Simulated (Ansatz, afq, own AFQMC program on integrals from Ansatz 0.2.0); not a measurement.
NHBr, quartet: AFQMC among the cluster methods

```yaml
atoms:
  - { symbol: Br, position_ang: [0.0000, 0.0000, -1.7627] }
  - { symbol: H, position_ang: [0.0000, 0.0000, 0.3613] }
  - { symbol: N, position_ang: [0.0000, 0.0000, 1.4013] }
```

Connectivity, by distances: Br ··· NH.

Basis cc-pVTZ. Noble-gas cores (and the filled d shells of Ga–Kr and In–Xe) are frozen. Integrals, coupled cluster, full CI and functionals: Ansatz 0.2.0; the random walks run on the same integrals in our own AFQMC program. The CISD trial takes its coefficients from CCSD amplitudes. Released means that phaseless walkers are propagated on without the constraint, phases kept. ± is one standard error of the sampling. No spin–orbit coupling.

Determinant: UHF, the one that the program's search chose, which needn't be the lowest solution. The geometry is a point of a scan.

No full CI on the walks' own integrals is used here; CCSDT(Q) serves as the reference and is uncertain by about the last step of the cluster series.

Cautions: no relativity below Rb; no spin-orbit coupling; inner d shell frozen; lower spins were not checked.

- T1 diagnostic: 0.0144
- weight of the determinant in the CISD state: 0.885
- ⟨S²⟩ of the determinant: 3.781
- size of the correlated space: 13 electrons in 72 orbitals

Task: Estimate: order these by the size of their error in total energy against CCSDT(Q), smallest first.
A. CCSD(T)
B. phaseless AFQMC with a CISD trial
C. CCSD
D. MP2

Result: B (1.2 ± 0.3 kJ/mol), A (3.8 kJ/mol), C (28.6 kJ/mol), D (129.1 kJ/mol).

Reference: CCSDT(Q), correlation energy -8.876 eV.

A walk keeps the symmetry of its determinant, which the program's search chose and which needn't be the lowest solution, so a lower state of the same spin and another symmetry isn't excluded.
